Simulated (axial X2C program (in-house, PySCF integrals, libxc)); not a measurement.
## Spectroscopic constants of CS⁺

All values were computed with an axial X2C code built on PySCF integrals. Spin-free means the one-electron spin-free X2C Hamiltonian; two-component (2c) means X2C with spin–orbit coupling and atomic mean-field two-electron Coulomb and Gaunt terms, so the difference of the two also holds small scalar two-electron terms. Basis: S dyall-av3z [9s8p3d2f], C dyall-v3z [7s6p2d1f] (cores contracted in-house); Gaussian nuclei, density fitting, unrestricted open shells. Masses: S 31.972 u, C 12.000 u.

State, spin-free: M_S = 1/2, Λ = 0 (beyond evenly filled blocks: σα); electrons by block: σα: 7, σβ: 6, π+α: 2, π+β: 2, π-α: 2, π-β: 2. Fragments: S+ + C.

State, 2c: Ω = 1/2 (⟨Sz⟩ = 0.50, ⟨Lz⟩ = 0.00 at PBE0); electrons by block: 1/2: 9, -1/2: 8, 3/2: 2, -3/2: 2. Fragments: S+ + C.

```
Hamiltonian    level  Re (Å)  ωe (cm⁻¹)  ωexe (cm⁻¹)  Be (cm⁻¹)  αe (cm⁻¹)  De (eV)  μ (D)
         2c     PBE0   1.487     1432.7         8.37     0.8738    0.00634     6.29   0.60
         2c       HF   1.509     1251.4            6     0.8479    0.00695     3.46   0.71
         2c     CCSD   1.489     1440.5         8.06     0.8719    0.00635     5.49    n/a
         2c  CCSD(T)   1.493     1434.9         7.76     0.8673    0.00619     5.80    n/a
         2c   r2SCAN   1.493     1409.3         8.52     0.8671    0.00645     6.43   0.64
```

Spin-free values that have a 2c row agree with it to the digits that matter (0.001 Å, 0.01 eV) and are not repeated.

Correlated methods: 9 electrons correlated (number of frozen shells: S 2 s, 1 p; C 1 s), 173 virtual spin orbitals or spinors in MP2, 90 natural virtuals in coupled cluster.

Dipoles are positive if C is the positive end and refer to the centre of mass.

The state is one determinant whose occupation by symmetry is held fixed; it was picked as the lowest of a PBE0 search that is not exhaustive. De is counted from the lowest determinant-based energies of the atoms at the same level, without counterpoise correction. Density functionals use the spin component along the axis (collinear). CCSD and (T) use frozen natural virtuals with an MP2 correction for the truncation; (T) itself is uncorrected, so its De runs slightly low. In 2c an atomic determinant is not the ground J level, so De misses part of the atomic spin–orbit lowering. This holds for PBE0, CCSD, CCSD(T), r2SCAN. Without a current term, density functionals place determinants with orbital angular momentum somewhat too high. The determinant is spin-polarised beyond a pure state at some levels (its spin-free form has ⟨S²⟩ too high), which makes Re and μ there less reliable. The T1 diagnostic is large, a sign of multireference character.

No reliable constants came from MP2 (2c), MP2 (spin-free): no minimum in range, unconverged points, a curve that is not smooth, a change of character along it, or the two Hamiltonians disagreeing along it.

Rough cost a point (2c) on 1 thread(s) of a shared host, integrals apart: PBE0 0.23 s, HF 0.15 s, CCSD(T) 4 s, r2SCAN 0.3 s.
